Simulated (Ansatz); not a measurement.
**Property card for N**

Method: DFT LDA, scalar-relativistic, plane waves, PAW in Ansatz 0.2.0.

Settings: cutoff 420 eV, Γ-centred mesh 6×6×6 on the computed 4-atom cell, Gaussian smearing of 0.02 eV; collinear spin from starting moments 3.15 3.15 3.15 3.15 μB.

The structure is relaxed at this level of theory with its symmetry kept.

The structure is cubic, space group Fm-3m (No. 225). Conventional cell: a = 4.831 Å, b = 4.831 Å, c = 4.831 Å, α = 90.00°, β = 90.00°, γ = 90.00°. N (site symmetry m-3m) is surrounded by 12 N at 3.42 Å.

| Property | Result |
| --- | --- |
| Volume per atom | 28.18 Å³ |
| Formation energy from the elements' standard states (uncorrected) | +5.759 eV/atom |
| Kohn–Sham band gap | 1.72 eV, indirect from Γ to L |
| Löwdin character of the top 1 eV of the valence band | N 2p 100 % |
| Löwdin character of the lowest 1 eV of the conduction band | N 2p 98 % |
| Electron masses at the edge by Cartesian direction of the standard setting (m_e; degenerate bands sorted by energy; no spin-orbit coupling) | x: 1.4, 1.4, 1.3, 1.3; y: 1.4, 1.4, 1.3, 1.3; z: 1.4, 1.4, 1.3, 1.3 |
| Hole masses at the edge by Cartesian direction of the standard setting (m_e; degenerate bands sorted by energy; no spin-orbit coupling) | x: 4.7, 4.7, 1.2; y: 4.7, 4.7, 1.2; z: 4.7, 4.7, 1.2 |
| Bulk modulus | 3.4 GPa |
| Its pressure derivative | 6.5 |
| Electronic dielectric constant xx, yy, zz of the standard setting (independent particles) | 1.7, 1.7, 1.7 |
| Bader charges (e) | N (4 in the cell) 0.00 |
| Total moment | 12.00 μB per cell |
| Site moments (μB; atoms counted from 1 over the whole cell) | N (atom 1) 2.87, N (atom 2) 2.87, N (atom 3) 2.87, N (atom 4) 2.87 |

Only this magnetic start was tried.